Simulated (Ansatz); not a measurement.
The same path of ClH$_{2}$SSi (5 atoms, charge 0, multiplicity 2) was run twice with different band settings. The coordinate that changes most is the height of Si2 over the plane of its neighbours.

Method: UHF/def2-SVP (Ansatz 0.2.0).

Relaxed end points:

```xyz
5
Properties=species:S:1:pos:R:3
S -1.496 0.118 -0.100
Si 0.645 0.078 -0.276
Cl 1.342 1.849 0.541
H -1.683 -1.071 -0.685
H 1.241 -1.048 0.478
```

```xyz
5
Properties=species:S:1:pos:R:3
S -1.597 -0.238 0.171
Si 0.457 0.043 0.719
Cl 1.283 1.770 -0.085
H -1.380 -0.560 -1.109
H 1.286 -1.089 0.263
```

Common settings: movable images 5; climbing image yes; spring 5.0 eV/Å²; optimiser quadratic models (default); start path through a guess of the saddle point; iteration limit 60; end points relaxed.

| run | force threshold |
| --- | --- |
| 1 | 0.05 eV/Å |
| 2 | 0.2 eV/Å |

(1) What does each run give, and how far can it be trusted?

Results:

(1) Run 1: converged after 11 iterations, highest image 0.760 eV above the first end. A vibrational analysis at the climbing image gives one clearly imaginary mode, 1057i cm⁻¹: a first-order saddle point.
Run 2: converged after 9 iterations, highest image 0.762 eV above the first end. The threshold of 0.2 eV/Å is loose, so the images may lie well off the minimum-energy path. Another band between the same ends (5 images) ends at a top of the same energy, where a vibrational analysis finds 1 clearly imaginary mode.
